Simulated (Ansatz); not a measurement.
System: hcp Co. Method: BLYP in Ansatz (PAW).

Numerical settings: plane-wave cutoff 520 eV, 24×24×14 k mesh (along the axes of the cell as run), Fermi–Dirac smearing 0.05 eV, spin-polarised with parallel moments, scalar-relativistic PAW data made under PBE.

Starting structure:

```
CELL_PARAMETERS angstrom
      2.51000     0.00000     0.00000
     -1.25500     2.17372     0.00000
      0.00000     0.00000     4.07000
ATOMIC_POSITIONS crystal
  Co 0.66667 0.33333 0.75000
  Co 0.33333 0.66667 0.25000
```

Question: Into what structure does the relaxation of cell and atoms lead at this level, with the symmetry of the start kept?

Answer: The volume increases by 2.3 %; final space group P6_3/mmc.
```
CELL_PARAMETERS angstrom
      2.53215     0.00000     0.00000
     -1.26608     2.19291     0.00000
      0.00000     0.00000     4.08924
ATOMIC_POSITIONS crystal
  Co 0.66667 0.33333 0.75000
  Co 0.33333 0.66667 0.25000
```

Ansatz is a first-principles code.
